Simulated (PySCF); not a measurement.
Compound: propionyl chloride, C3H5ClO.
Bonds: C1–C2, C2–C3, C3–O4 (double), C3–Cl5. Hydrogens: H6, H7, H8 on C1; H9, H10 on C2.

The same species was optimised twice, with GFN2-xTB and with PBE0-D3(BJ)/def2-SVP (PySCF), and the same property calculations (PySCF, gas phase) were run on both structures.

| coordinate | GFN2-xTB | PBE0-D3(BJ)/def2-SVP | change |
| --- | --- | --- | --- |
| C3–Cl5 (Å) | 1.781 | 1.797 | +0.016 |
| C1–H8 (Å) | 1.087 | 1.099 | +0.012 |
| C1–H6 (Å) | 1.086 | 1.099 | +0.013 |
| C1–H7 (Å) | 1.087 | 1.099 | +0.012 |
| C2–H9 (Å) | 1.093 | 1.103 | +0.010 |
| C2–H10 (Å) | 1.093 | 1.103 | +0.010 |
| C2–C3 (Å) | 1.491 | 1.500 | +0.009 |
| C1–C2 (Å) | 1.524 | 1.516 | -0.008 |
| C3=O4 (Å) | 1.182 | 1.182 | 0.000 |
| H9–C2–H10 (°) | 106.9 | 104.8 | -2.1 |
| C2–C3–O4 (°) | 129.2 | 127.5 | -1.7 |
| C1–C2–H10 (°) | 111.0 | 112.5 | +1.5 |
| C1–C2–C3 (°) | 111.5 | 113.0 | +1.5 |
| C3–C2–H9 (°) | 108.0 | 106.7 | -1.3 |
| C1–C2–H9 (°) | 111.1 | 112.4 | +1.3 |
| C3–C2–H10 (°) | 108.1 | 106.9 | -1.2 |
| O4–C3–Cl5 (°) | 119.6 | 120.7 | +1.1 |
| C1–C2–C3–O4 (°) | 0 | 0 | 0 |

Rotational constants: A = 8892, B = 2431, C = 1955 MHz (GFN2-xTB) against A = 8867, B = 2387, C = 1926 MHz (PBE0-D3(BJ)/def2-SVP). Point groups within 0.08 Å: Cs and Cs. Atoms that the bonding makes alike are paired by their places after alignment.

On the GFN2-xTB structure: HOMO (eV) -8.59 [PBE0/pcSseg-1]; LUMO (eV) -0.97 [PBE0/pcSseg-1]; dipole (D) 2.95 [PBE0/pcSseg-1]; GIAO shielding of C1 (ppm) 175.4 [PBE0/pcSseg-1]; GIAO shielding of C2 (ppm) 143.3 [PBE0/pcSseg-1]; GIAO shielding of C3 (ppm) 2.2 [PBE0/pcSseg-1]; GIAO shielding of O4 (ppm) -253.0 [PBE0/pcSseg-1]; GIAO shielding of Cl5 (ppm) 482.5 [PBE0/pcSseg-1].

Question: What do these properties become on the PBE0-D3(BJ)/def2-SVP structure?

Answer: 
```tsv
property	level	on GFN2-xTB	on PBE0-D3(BJ)/def2-SVP	change
HOMO (eV)	PBE0/pcSseg-1	-8.59	-8.61	-0.02
LUMO (eV)	PBE0/pcSseg-1	-0.97	-0.96	+0.01
dipole (D)	PBE0/pcSseg-1	2.95	2.94	-0.01
energy, GFN2-xTB geometry as zero (kcal/mol)	PBE0/pcSseg-1	0.0	-0.5	-0.5
GIAO shielding of C1 (ppm)	PBE0/pcSseg-1	175.4	173.9	-1.5
GIAO shielding of C2 (ppm)	PBE0/pcSseg-1	143.3	141.0	-2.3
GIAO shielding of C3 (ppm)	PBE0/pcSseg-1	2.2	1.1	-1.1
GIAO shielding of O4 (ppm)	PBE0/pcSseg-1	-253.0	-252.4	+0.6
GIAO shielding of Cl5 (ppm)	PBE0/pcSseg-1	482.5	481.5	-1.0
```

The heavy atoms differ by 0.015 Å rms after alignment. Among all bonds C3–Cl5 changes most (+0.016 Å). Changes are differences of the printed values. Neither structure is proved a minimum here.

Conformer computed: `[CH3:1][CH2:2][C:3](=[O:4])[Cl:5]`: C1–C2–C3–O4 0°.
